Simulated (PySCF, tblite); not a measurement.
# C₄H₇NS: a rotation path, then NMR shifts on frames

How do NMR shifts of C₄H₇NS (`C=CCC(N)=S`) change as the atoms move?

Programs: tblite 0.8.0 and PySCF 2.14.0, with density-fitted response routines of our own. Each step states its level of theory. These are calculated values for one molecule in the gas phase, unless marked as measured. Atoms are numbered from 0 throughout.

## (1) The starting structure

13 atoms, charge 0, multiplicity 1; geometry from: GFN2-xTB.

Bonds of the start (Å): C0–C1 1.32, C1–C2 1.50, C2–C3 1.51, C3–N4 1.34, C3–S5 1.64, C0–H6 1.08, C0–H7 1.08, C1–H8 1.08, C2–H9 1.09, C2–H10 1.09, N4–H11 1.01, N4–H12 1.01.

## (2) The rotation path with GFN2-xTB

What the job is given:

```
{"job": {"kind": "neb", "xc": "GFN2-xTB", "basis": "xTB", "atoms": [1, 2, 3, 4], "turn": 120}, "charge": 0, "multiplicity": 1}
C      1.909728     0.477014     0.317849
C      1.102459    -0.395394    -0.256404
C     -0.152901    -0.028692    -0.991209
C     -1.354141    -0.410381    -0.164580
N     -1.497964     0.260670     0.988518
S     -2.420775    -1.561043    -0.625334
H      1.735262     1.540240     0.262189
H      2.793908     0.169442     0.849234
H      1.301292    -1.455997    -0.189986
H     -0.176060     1.047767    -1.180958
H     -0.201720    -0.560138    -1.941680
H     -2.251089     0.012407     1.608409
H     -0.792387     0.904591     1.306225
```

With the program's defaults for keys left out, this is: GFN2-xTB climbing-image nudged elastic band, gas phase.

The run is started by

```bash
> OMP_NUM_THREADS=1 python probes_run.py task.json out
```

This one command runs all jobs of the session in turn.

Standard output:

```text
image   E - E0 / eV
  0      -0.0000
  1       0.0078
  2       0.0184
  3       0.0331
  4       0.0504
  5       0.0655
  6       0.0741
  7       0.0763
  8       0.0677
```

It took 8 s on 1 thread, shared host.

The final band, with the dihedral C1–C2–C3–N4:

```csv
image,dihedral (°),energy (eV),energy (kcal/mol)
0,65,0.000,0.0
1,80,0.008,0.2
2,95,0.018,0.4
3,110,0.033,0.8
4,125,0.050,1.2
5,141,0.066,1.5
6,156,0.074,1.7
7,171,0.076,1.8
8,185,0.068,1.6
```

## (3) Nuclear shieldings: image 0, PBE0/pcSseg-1

What the job is given:

```
{"job": {"kind": "nmr", "xc": "PBE0", "basis": "pcSseg-1", "pop": false}, "charge": 0, "multiplicity": 1}
C      1.909700     0.477000     0.317800
C      1.102500    -0.395400    -0.256400
C     -0.152900    -0.028700    -0.991200
C     -1.354100    -0.410400    -0.164600
N     -1.498000     0.260700     0.988500
S     -2.420800    -1.561000    -0.625300
H      1.735300     1.540200     0.262200
H      2.793900     0.169400     0.849200
H      1.301300    -1.456000    -0.190000
H     -0.176100     1.047800    -1.181000
H     -0.201700    -0.560100    -1.941700
H     -2.251100     0.012400     1.608400
H     -0.792400     0.904600     1.306200
```

Method: GIAO PBE0/pcSseg-1 NMR shielding, non-relativistic, gas phase.

Standard output:

```text
coarse grid: 11376 points
cycle   1  E = -609.0280414577  dE =  8.008e-01  |g| = 4.362e-01  |ddm| = 3.292e+00
cycle   2  E = -608.9527117463  dE =  7.533e-02  |g| = 6.961e-01  |ddm| = 1.402e+00
cycle   3  E = -609.0827622796  dE = -1.301e-01  |g| = 1.681e-01  |ddm| = 9.486e-01
cycle   4  E = -609.0896253629  dE = -6.863e-03  |g| = 3.337e-02  |ddm| = 1.880e-01
cycle   5  E = -609.0898755137  dE = -2.502e-04  |g| = 1.348e-02  |ddm| = 4.584e-02
cycle   6  E = -609.0899188663  dE = -4.335e-05  |g| = 2.890e-03  |ddm| = 1.296e-02
cycle   7  E = -609.0899206297  dE = -1.763e-06  |g| = 7.558e-04  |ddm| = 3.233e-03
final grid: 105176 points
cycle   8  E = -609.1256453348  dE = -2.051e-05  |g| = 1.047e-02  |ddm| = 2.782e-02
cycle   9  E = -609.1255862112  dE =  5.912e-05  |g| = 1.800e-02  |ddm| = 2.862e-02
cycle  10  E = -609.1256720542  dE = -8.584e-05  |g| = 2.346e-03  |ddm| = 2.140e-02
cycle  11  E = -609.1256735576  dE = -1.503e-06  |g| = 2.388e-04  |ddm| = 2.505e-03
cycle  12  E = -609.1256735678  dE = -1.024e-08  |g| = 1.566e-04  |ddm| = 3.980e-04
cycle  13  E = -609.1256735735  dE = -5.719e-09  |g| = 4.150e-05  |ddm| = 1.451e-04
cycle  14  E = -609.1256735740  dE = -4.798e-10  |g| = 8.957e-06  |ddm| = 6.007e-05
converged SCF energy = -609.1256735740

GIAO shielding tensors (ppm)
atom      isotropic    diamagn.    paramagn.     s11        s22        s33       span
  0 C       63.332     255.003    -191.671    -46.364     79.922    156.439    202.803
  1 C       39.130     256.510    -217.380    -83.495     41.085    159.799    243.295
  2 C      131.416     247.527    -116.111    110.549    128.558    155.141     44.591
  3 C      -23.964     255.053    -279.017   -180.895    -23.862    132.866    313.761
  4 N      119.202     321.877    -202.675     -4.032    149.978    211.661    215.693
  5 S      123.405    1056.269    -932.864   -275.556    102.990    542.779    818.335
  6 H       26.306      31.801      -5.495     22.629     26.125     30.165      7.537
  7 H       26.320      29.564      -3.244     23.689     25.382     29.887      6.197
  8 H       25.290      31.377      -6.086     22.268     25.141     28.462      6.194
  9 H       28.533      31.070      -2.537     26.481     27.449     31.668      5.187
 10 H       28.041      30.148      -2.108     24.328     29.024     30.770      6.442
 11 H       25.179      31.250      -6.070     21.696     22.411     31.431      9.734
 12 H       25.688      33.755      -8.068     20.475     24.970     31.618     11.143
```

Run time: 40 s. Hardware: 1 thread, shared host.

The references, computed at this level on geometries of the same kind, shield at (ppm): ¹H TMS 31.72, ¹³C TMS 186.9, ¹⁵N NH3 267.7, ³³S CS2 504. Their shielding less the atom's gives the shift. The references are single molecules in the gas phase, so shifts against H2O, NH3, PH3, H3PO4 or CFCl3 are not on the usual liquid scales and can be off by tens of ppm. Each atom is listed at this fixed geometry, with no averaging over motion; a spectrum would average atoms that exchange fast.

```csv
atoms,environment,σ (ppm),δ (ppm)
C3,thiocarbonyl carbon,-24.0,210.9
C1,alkene CH,39.1,147.8
C0,terminal =CH2 carbon,63.3,123.6
C2,allylic sp3 CH2,131.4,55.5
H11,hydrogen on a thioamide-type nitrogen,25.18,6.54
H8,hydrogen on an alkene CH,25.29,6.43
H12,hydrogen on a thioamide-type nitrogen,25.69,6.03
H6,hydrogen on a terminal =CH2 carbon,26.31,5.41
H7,hydrogen on a terminal =CH2 carbon,26.32,5.40
H10,hydrogen on an allylic sp3 CH2,28.04,3.68
H9,hydrogen on an allylic sp3 CH2,28.53,3.18
N4,thioamide-type nitrogen,119.2,148.5
S5,thione sulfur,123,380
```

## (4) Shielding tensors: image 3, PBE0/pcSseg-1

What the job is given:

```
{"job": {"kind": "nmr", "xc": "PBE0", "basis": "pcSseg-1", "pop": false}, "charge": 0, "multiplicity": 1}
C      2.068700     0.261300     0.276000
C      1.170200    -0.441700    -0.385900
C     -0.145300     0.105400    -0.858800
C     -1.249500    -0.445700     0.002000
N     -1.847700     0.429000     0.824900
S     -1.700500    -2.018900    -0.034500
H      1.928800     1.305800     0.505700
H      2.994500    -0.179200     0.601300
H      1.330000    -1.488100    -0.600200
H     -0.140900     1.196300    -0.808200
H     -0.312100    -0.210200    -1.890300
H     -2.559800     0.101600     1.457100
H     -1.540700     1.385000     0.893100
```

Level: GIAO PBE0/pcSseg-1 NMR shielding, non-relativistic, gas phase.

Standard output:

```text
coarse grid: 11376 points
cycle   1  E = -609.0239420760  dE =  8.069e-01  |g| = 4.445e-01  |ddm| = 3.292e+00
cycle   2  E = -608.9413145217  dE =  8.263e-02  |g| = 7.182e-01  |ddm| = 1.475e+00
cycle   3  E = -609.0817183421  dE = -1.404e-01  |g| = 1.691e-01  |ddm| = 9.953e-01
cycle   4  E = -609.0886328579  dE = -6.915e-03  |g| = 3.269e-02  |ddm| = 1.898e-01
cycle   5  E = -609.0888859677  dE = -2.531e-04  |g| = 1.146e-02  |ddm| = 4.722e-02
cycle   6  E = -609.0889176369  dE = -3.167e-05  |g| = 3.099e-03  |ddm| = 1.207e-02
cycle   7  E = -609.0889196406  dE = -2.004e-06  |g| = 6.977e-04  |ddm| = 3.227e-03
final grid: 105176 points
cycle   8  E = -609.1244376692  dE = -2.089e-05  |g| = 1.046e-02  |ddm| = 2.549e-02
cycle   9  E = -609.1243812241  dE =  5.645e-05  |g| = 1.773e-02  |ddm| = 2.846e-02
cycle  10  E = -609.1244644293  dE = -8.321e-05  |g| = 2.341e-03  |ddm| = 2.136e-02
cycle  11  E = -609.1244659474  dE = -1.518e-06  |g| = 1.964e-04  |ddm| = 2.573e-03
cycle  12  E = -609.1244659552  dE = -7.815e-09  |g| = 1.142e-04  |ddm| = 3.550e-04
cycle  13  E = -609.1244659580  dE = -2.743e-09  |g| = 4.736e-05  |ddm| = 1.258e-04
cycle  14  E = -609.1244659585  dE = -5.759e-10  |g| = 9.633e-06  |ddm| = 5.901e-05
converged SCF energy = -609.1244659585

GIAO shielding tensors (ppm)
atom      isotropic    diamagn.    paramagn.     s11        s22        s33       span
  0 C       64.847     254.358    -189.511    -44.073     81.709    156.907    200.980
  1 C       39.602     256.076    -216.474    -80.674     47.347    152.134    232.809
  2 C      132.607     248.006    -115.399    114.616    128.752    154.454     39.838
  3 C      -24.797     255.625    -280.422   -182.639    -19.519    127.767    310.406
  4 N      117.787     320.285    -202.498      8.544    127.818    216.999    208.455
  5 S      189.344    1056.937    -867.593   -158.343     90.116    636.259    794.601
  6 H       26.473      31.974      -5.501     23.150     25.926     30.343      7.193
  7 H       26.395      29.203      -2.808     23.893     25.205     30.086      6.194
  8 H       25.077      30.998      -5.921     22.053     24.289     28.890      6.837
  9 H       28.951      32.860      -3.909     26.268     28.648     31.937      5.668
 10 H       28.155      29.583      -1.429     25.354     27.479     31.631      6.277
 11 H       25.487      31.078      -5.591     21.721     22.470     32.269     10.548
 12 H       25.760      33.139      -7.379     20.995     23.532     32.754     11.759
```

It took 42 s on 1 thread, shared host.

Key values: δ C3 211.7, C1 147.3, C0 122.1, C2 54.3, H8 6.64, H11 6.23 ppm.

## (5) Nuclear shieldings: image 7, PBE0/pcSseg-1

What the job is given:

```
{"job": {"kind": "nmr", "xc": "PBE0", "basis": "pcSseg-1", "pop": false}, "charge": 0, "multiplicity": 1}
C      2.278100     0.004700     0.137600
C      1.214200    -0.428400    -0.509400
C     -0.085500     0.311200    -0.570200
C     -1.128300    -0.342600     0.297400
N     -2.268200     0.350100     0.464100
S     -0.936000    -1.808200     0.999400
H      2.291200     0.955000     0.646700
H      3.180900    -0.577500     0.184900
H      1.218700    -1.390300    -0.999600
H      0.049200     1.347100    -0.244500
H     -0.458400     0.324200    -1.600400
H     -2.978900    -0.028900     1.068200
H     -2.381300     1.284200     0.108100
```

With the program's defaults for keys left out, this is: GIAO PBE0/pcSseg-1 NMR shielding, non-relativistic, gas phase.

Standard output:

```text
coarse grid: 11376 points
cycle   1  E = -609.0175943890  dE =  8.177e-01  |g| = 4.585e-01  |ddm| = 3.331e+00
cycle   2  E = -608.9201990188  dE =  9.740e-02  |g| = 7.585e-01  |ddm| = 1.644e+00
cycle   3  E = -609.0785174608  dE = -1.583e-01  |g| = 1.747e-01  |ddm| = 1.135e+00
cycle   4  E = -609.0858993873  dE = -7.382e-03  |g| = 3.396e-02  |ddm| = 2.059e-01
cycle   5  E = -609.0861776918  dE = -2.783e-04  |g| = 1.134e-02  |ddm| = 5.360e-02
cycle   6  E = -609.0862084796  dE = -3.079e-05  |g| = 3.163e-03  |ddm| = 1.159e-02
cycle   7  E = -609.0862106708  dE = -2.191e-06  |g| = 7.318e-04  |ddm| = 3.607e-03
final grid: 105176 points
cycle   8  E = -609.1221055715  dE = -2.022e-05  |g| = 1.003e-02  |ddm| = 2.589e-02
cycle   9  E = -609.1220546428  dE =  5.093e-05  |g| = 1.691e-02  |ddm| = 2.829e-02
cycle  10  E = -609.1221296876  dE = -7.504e-05  |g| = 2.330e-03  |ddm| = 2.145e-02
cycle  11  E = -609.1221312207  dE = -1.533e-06  |g| = 1.973e-04  |ddm| = 2.834e-03
cycle  12  E = -609.1221312265  dE = -5.863e-09  |g| = 1.449e-04  |ddm| = 3.446e-04
cycle  13  E = -609.1221312313  dE = -4.755e-09  |g| = 3.996e-05  |ddm| = 1.415e-04
cycle  14  E = -609.1221312317  dE = -4.658e-10  |g| = 8.237e-06  |ddm| = 6.873e-05
converged SCF energy = -609.1221312317

GIAO shielding tensors (ppm)
atom      isotropic    diamagn.    paramagn.     s11        s22        s33       span
  0 C       63.635     253.595    -189.961    -46.511     79.418    157.997    204.508
  1 C       42.629     255.091    -212.462    -83.057     48.323    162.621    245.678
  2 C      141.356     249.698    -108.342    125.825    137.856    160.386     34.561
  3 C      -27.494     256.582    -284.076   -185.444    -20.085    123.047    308.491
  4 N      120.285     319.591    -199.306      2.642    137.141    221.071    218.429
  5 S      145.383    1057.575    -912.192   -299.032     88.461    646.719    945.751
  6 H       26.589      31.397      -4.807     23.112     25.721     30.934      7.821
  7 H       26.286      28.783      -2.496     23.489     25.356     30.015      6.527
  8 H       25.263      30.807      -5.544     22.767     25.047     27.976      5.210
  9 H       29.033      32.493      -3.461     25.184     29.744     32.170      6.986
 10 H       28.490      30.210      -1.720     25.053     27.818     32.599      7.546
 11 H       25.025      30.913      -5.888     21.057     22.046     31.974     10.917
 12 H       25.975      32.170      -6.196     21.536     23.258     33.130     11.594
```

Run time: 40 s. Hardware: 1 thread, shared host.

In short: δ C3 214.4, C1 144.3, C0 123.3, C2 45.6, H11 6.69, H8 6.45 ppm.

## (6) NMR shieldings: image 8, PBE0/pcSseg-1

What the job is given:

```
{"job": {"kind": "nmr", "xc": "PBE0", "basis": "pcSseg-1", "pop": false}, "charge": 0, "multiplicity": 1}
C      2.365900    -0.010400     0.012900
C      1.205200    -0.437200    -0.443600
C     -0.058400     0.364100    -0.400100
C     -1.157100    -0.326300     0.362300
N     -2.351400     0.291600     0.349600
S     -0.956100    -1.732800     1.173800
H      2.480500     0.966100     0.455800
H      3.252700    -0.617500    -0.035400
H      1.107200    -1.424300    -0.871900
H      0.129800     1.336800     0.066000
H     -0.412100     0.544800    -1.422500
H     -3.114400    -0.121700     0.860200
H     -2.496300     1.167100    -0.124800
```

Level: GIAO PBE0/pcSseg-1 NMR shielding, non-relativistic, gas phase.

Standard output:

```text
coarse grid: 11376 points
cycle   1  E = -609.0196145983  dE =  8.132e-01  |g| = 4.574e-01  |ddm| = 3.333e+00
cycle   2  E = -608.9234262603  dE =  9.619e-02  |g| = 7.554e-01  |ddm| = 1.640e+00
cycle   3  E = -609.0803248723  dE = -1.569e-01  |g| = 1.732e-01  |ddm| = 1.131e+00
cycle   4  E = -609.0875763834  dE = -7.252e-03  |g| = 3.370e-02  |ddm| = 2.044e-01
cycle   5  E = -609.0878490265  dE = -2.726e-04  |g| = 1.161e-02  |ddm| = 5.338e-02
cycle   6  E = -609.0878815171  dE = -3.249e-05  |g| = 3.054e-03  |ddm| = 1.162e-02
cycle   7  E = -609.0878835684  dE = -2.051e-06  |g| = 7.237e-04  |ddm| = 3.586e-03
final grid: 105176 points
cycle   8  E = -609.1233789364  dE = -2.139e-05  |g| = 1.001e-02  |ddm| = 2.736e-02
cycle   9  E = -609.1233284631  dE =  5.047e-05  |g| = 1.684e-02  |ddm| = 2.827e-02
cycle  10  E = -609.1234029818  dE = -7.452e-05  |g| = 2.318e-03  |ddm| = 2.136e-02
cycle  11  E = -609.1234044972  dE = -1.515e-06  |g| = 2.002e-04  |ddm| = 2.833e-03
cycle  12  E = -609.1234045032  dE = -5.998e-09  |g| = 1.493e-04  |ddm| = 3.511e-04
cycle  13  E = -609.1234045083  dE = -5.080e-09  |g| = 3.954e-05  |ddm| = 1.462e-04
cycle  14  E = -609.1234045088  dE = -4.683e-10  |g| = 8.339e-06  |ddm| = 6.990e-05
converged SCF energy = -609.1234045088

GIAO shielding tensors (ppm)
atom      isotropic    diamagn.    paramagn.     s11        s22        s33       span
  0 C       64.347     253.443    -189.095    -45.057     80.202    157.897    202.954
  1 C       43.634     254.426    -210.792    -80.623     50.593    160.930    241.553
  2 C      140.459     249.531    -109.072    124.241    136.569    160.568     36.327
  3 C      -26.385     256.391    -282.775   -183.916    -19.082    123.844    307.760
  4 N      121.229     319.463    -198.234      2.511    139.017    222.159    219.648
  5 S      144.973    1057.491    -912.518   -303.156     98.018    640.058    943.214
  6 H       26.562      31.203      -4.642     23.199     25.707     30.780      7.581
  7 H       26.326      28.694      -2.368     23.511     25.336     30.131      6.620
  8 H       25.391      30.817      -5.427     22.734     24.903     28.536      5.802
  9 H       28.909      32.038      -3.129     25.155     29.463     32.111      6.957
 10 H       28.470      30.864      -2.394     24.517     28.581     32.312      7.796
 11 H       24.971      30.751      -5.780     21.073     21.971     31.868     10.795
 12 H       25.930      32.059      -6.129     21.432     23.234     33.124     11.692
```

It took 36 s on 1 thread, shared host.

In short: δ C3 213.3, C1 143.3, C0 122.6, C2 46.5, H11 6.75, H8 6.33 ppm.

## (7) Side by side: NMR shifts

Shifts (ppm) of some atoms, chosen among heavy atoms and hydrogens apart, with basis size and wall time:

```csv
frame,C3,C1,C2,H11,H9,N4,S5,functions,time
image 0,210.9,147.8,55.5,6.54,3.18,148.5,380,144,40 s
image 3,211.7,147.3,54.3,6.23,2.77,149.9,314,144,42 s
image 7,214.4,144.3,45.6,6.69,2.68,147.4,358,144,40 s
image 8,213.3,143.3,46.5,6.75,2.81,146.5,359,144,36 s
```

## (8) Outcome

```
                                       quantity                                         value
                                        barrier            0.076 eV (1.8 kcal/mol) at image 7
                          end to end (GFN2-xTB)                                      0.068 eV
¹³C shifts against TMS (PBE0/pcSseg-1, image 0)                 210.9, 147.8, 123.6, 55.5 ppm
 ¹H shifts against TMS (PBE0/pcSseg-1, image 0)  6.54, 6.43, 6.03, 5.41, 5.40, 3.68, 3.18 ppm
¹⁵N shifts against NH3 (PBE0/pcSseg-1, image 0)                                     148.5 ppm
³³S shifts against CS2 (PBE0/pcSseg-1, image 0)                                       380 ppm
                       range of the shift of S5                                314 to 380 ppm
```

Along the band the dihedral turns by 120°, and the top (dihedral 171°) lies 1.8 kcal/mol above the start (GFN2-xTB, rough), so at room temperature this motion is fast. The top was not checked by a frequency run. Shifts at one fixed geometry are not the observed spectrum, which averages over the motion. In the first frame run (image 0): The widest tensor belongs to S5: span 818 ppm, with a paramagnetic part of -933 ppm. Across the 4 runs the shift of S5 moves most, between 314 (image 3) and 380 ppm (image 0).
